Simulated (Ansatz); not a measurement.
The input, for Ansatz 0.2.0:

```yaml
crystal:
  periodic: [false, false, false]
  atoms:
    - {symbol: B, position_ang: [0.000000, 0.000000, 0.068140]}
    - {symbol: H, position_ang: [0.000000, 0.717784, -0.986606]}
    - {symbol: H, position_ang: [0.000000, 0.000000, 1.242354]}
    - {symbol: H, position_ang: [0.000000, -0.717784, -0.986606]}
basis:
  gaussian: {orbitals: aug-cc-pVDZ}
total_charge: 1
magnetization: {spin_polarized: true, initial_magnetization: 1}
hamiltonian: {xc: {name: PBE0}}
output: {forces: true, orbitals: {seedname: orbitals}}
```

```sh
$ ansatz run in.yaml --threads 1 --pin off --events-out ev --progress --plain --max-ram 2393MiB
```

Output:

```
399 factors; their error is unknown
mean field evaluation 1: about -710.0668 eV, gradient 1.0e1 eV
mean field evaluation 2: about -710.6876 eV, gradient 4.3e0 eV
mean field evaluation 4: about -710.8236 eV, gradient 7.1e-2 eV
mean field evaluation 8: about -710.8121 eV, gradient 8.9e-4 eV
mean field -710.81207028 eV, -26.1218617769 hartree, gradient 3.2e-5 eV, S^2 0.753933; 0 other end points of the search recorded, 0 dependent functions left out
the calculation of the forces begins
reference -710.81209066 eV, -26.1218625261 hartree; 4, 3 occupied and 46, 47 virtual orbitals, 399 factors
Total energy: -710.81209066 eV, -26.1218625261 hartree
Atom 0 at     0.000000     0.000000     0.068140 Å, force    -0.000000     0.000000     0.031348 eV/Å
Atom 1 at     0.000000     0.717784    -0.986606 Å, force     0.000000     0.085387    -0.139140 eV/Å
Atom 2 at     0.000000     0.000000     1.242354 Å, force     0.000000    -0.000000     0.246932 eV/Å
Atom 3 at     0.000000    -0.717784    -0.986606 Å, force     0.000000    -0.085387    -0.139140 eV/Å
Dipole moment:    -0.000000    -0.000000    -0.240518 e Å
```

Forces (eV/Å):
```
B    0.000  0.000  0.031
H    0.000  0.085 -0.139
H    0.000  0.000  0.247
H    0.000 -0.085 -0.139
```

Ran on 1 thread of Intel Xeon Platinum 8488C, shared host: 0.54 s wall, 0.1 GiB peak host memory.
